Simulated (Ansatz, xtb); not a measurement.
**Relative energy of two structures of C2H2Li**

Structure X is a doublet given by its coordinates and structure Y is a doublet given by its coordinates. Both are isolated molecules in the gas phase, relaxed with PBE0-D3(BJ)/def2-SVP.

X (Å):

```
atom    x (Å)   y (Å)    z (Å)
   C  -2.8855  1.5840  -1.9837
   C  -2.1781  0.6192  -2.4505
  Li  -4.0794  0.0921  -2.4762
   H  -2.7661  2.5981  -1.5802
   H  -1.1301  0.3670  -2.6596
```

Close contacts (Å): C1–C2 1.28, C1–Li3 1.97, C2–Li3 1.97, C1–H4 1.10, C2–H5 1.10.

Y (Å):

```yaml
atoms:
  - { symbol: C, position_ang: [0.4946, -1.0429, -0.0458] }
  - { symbol: C, position_ang: [1.1020, 0.0217, 0.3929] }
  - { symbol: Li, position_ang: [-0.7269, 0.2856, -0.6374] }
  - { symbol: H, position_ang: [0.8719, 1.1085, 0.3513] }
  - { symbol: H, position_ang: [0.8369, -2.0793, 0.0644] }
```

Close contacts (Å): C1–C2 1.30, C1–Li3 1.90, C2–Li3 2.12, C1–H5 1.10, C2–H4 1.11, Li3–H4 2.05.

Question: Estimate E(Y) − E(X) at the level CCSD(T)/def2-TZVPP.

Answer: Calculated at CCSD(T)/def2-TZVPP: E(Y) − E(X) = +5.2 kcal/mol, so structure X lies lower.

Level by level:

```tsv
level	geometry	E(Y) − E(X) (kcal/mol)	departure from the last row (kcal/mol)	job, with rough time for the two
PBE0-D3(BJ)/def2-SVP	PBE0-D3(BJ)/def2-SVP	+6.8	+1.6	optimisation, 35 s
HF/def2-TZVPP	PBE0-D3(BJ)/def2-SVP	+4.0	−1.2	part of the CCSD(T) run
MP2/def2-TZVPP	PBE0-D3(BJ)/def2-SVP	+10.1	+4.9	part of the CCSD(T) run
CCSD(T)/def2-TZVPP	PBE0-D3(BJ)/def2-SVP	+5.2		single point, 44 s
```

The levels shown agree on the order. The largest departure from CCSD(T)/def2-TZVPP is that of MP2/def2-TZVPP, 4.9 kcal/mol. Levels run at GFN2-xTB geometries aren't shown.

With harmonic frequencies from PBE0-D3(BJ)/def2-SVP (ideal gas, rigid rotor, one conformer each, 298.15 K, 1 atm): on the last row, ΔE + ΔZPE = +5.1, ΔH = +5.2, ΔG = +4.7 kcal/mol.

Open shells are spin-unrestricted. The correlated steps freeze 2 core orbitals; the last core shell of Li is correlated, in a basis made for valence electrons. Programs: Ansatz 0.2.0; the last row on 1 thread of Arm Neoverse V2 on a shared host.
